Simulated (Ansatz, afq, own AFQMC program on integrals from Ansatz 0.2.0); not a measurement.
AFQMC on a folder of integrals that Ansatz 0.2.0 wrote.

```yaml
crystal:
  periodic: [false, false, false]
  atoms:
    - {symbol: H, position_ang: [-1.876471, 0.000000, 0.000000]}
    - {symbol: H, position_ang: [-0.965471, 0.000000, 0.000000]}
    - {symbol: C, position_ang: [0.190529, 0.000000, 0.000000]}
    - {symbol: H, position_ang: [0.190529, -1.080023, 0.000000]}
    - {symbol: H, position_ang: [0.190529, 0.540011, 0.935327]}
    - {symbol: H, position_ang: [0.190529, 0.540012, -0.935327]}
basis:
  gaussian: {orbitals: cc-pVTZ}
magnetization: {spin_polarized: true, initial_magnetization: 1}
correlation: {method: ccsd_t, electrons: outside_noble_gas, hamiltonian_folder: ham}
```

```sh
$ ansatz run in.yaml --threads 1 --pin off --events-out ev --progress --plain --max-ram 16896MiB --backend cuda --devices 0, --max-vram 18GiB
```

Options of the walk:

```
--method phaseless --trial hf --walkers 1100 --populations 20 --least-time 40 --time-step 0.005 --steps-per-block 20 --equilibration-blocks 112 --max-blocks 4000 --target-error 0.0009000 --factor-cut 1e-05 --start spin_pure --seed 2005 --taylor-order 6
```

Times are imaginary, in 1/Eh. The walk had a cap of 95 s. With eight or more populations the least sampling time is a fifth of least-time, and the error comes from their spread.

afq prints:

```
orbitals 99  electrons 5 4  factors 536 of 536
reference energy -40.64560214 Eh
CCSD correlation -0.23644650 Eh in 10 cycles, weight of the determinant in the CISD state 0.9140
energy of the start -40.646422 Eh
 block  time / (1/Eh)  mean weight  energy / Eh
     1     0.100  1.0004  -40.716558
     2     0.200  1.0014  -40.761877
     3     0.300  1.0020  -40.793454
     4     0.400  1.0015  -40.814475
     5     0.500  1.0008  -40.830617
     7     0.700  1.0008  -40.852384
     9     0.900  1.0010  -40.863648
    15     1.500  1.0005  -40.878337
    29     2.900  1.0006  -40.883832
    43     4.300  0.9999  -40.895107
    57     5.700  1.0007  -40.892245
    71     7.100  1.0008  -40.888445
    85     8.500  1.0003  -40.894574
    99     9.900  1.0005  -40.891132
   113    11.300  1.0002  -40.888814
   127    12.700  0.9998  -40.894134
   141    14.100  1.0007  -40.895936
   155    15.500  1.0003  -40.889042
   169    16.900  1.0002  -40.895184
   183    18.300  0.9996  -40.893356
   197    19.700  1.0005  -40.882465
   211    21.100  0.9995  -40.885554
   225    22.500  1.0007  -40.893423
   239    23.900  0.9994  -40.892038
   253    25.300  1.0001  -40.894104
   267    26.700  0.9997  -40.888298
   281    28.100  0.9997  -40.889250
   295    29.500  1.0003  -40.889453
   309    30.900  0.9997  -40.899550
error from the spread of 20 populations
energy -40.889677 +/- 0.000842 Eh
(rows thinned)
```

The run passed its tests (sampling time, drift between the halves within three errors, error under three times the target), which doesn't prove that it has relaxed.

Against this walk (error 22.9 meV) on the same determinant: CCSD(T) 6.6 meV higher (within the noise), CCSDT(Q) 14.8 meV lower (within the noise), a separate phaseless walk with a CISD trial and standard settings 9.5 ± 23.3 meV lower (within the noise). The error is statistical and leaves out the bias of the constraint.

Cautions: constraint bias not in the error.

The walk took 51 s on 1 × NVIDIA H100 80GB HBM3 with 2 threads of AMD EPYC 7R13 Processor (Zen 3), on a shared host (the card was shared). The log's last line is the phaseless energy.

CCSDT and higher add their correlation energy to the determinant of the CCSD(T) run, since their own runs factorise the integrals more tightly (a shift of under 2 meV). A walk keeps the symmetry of its determinant, which the program's search chose and which needn't be the lowest solution, so a lower state of the same spin and another symmetry isn't excluded.
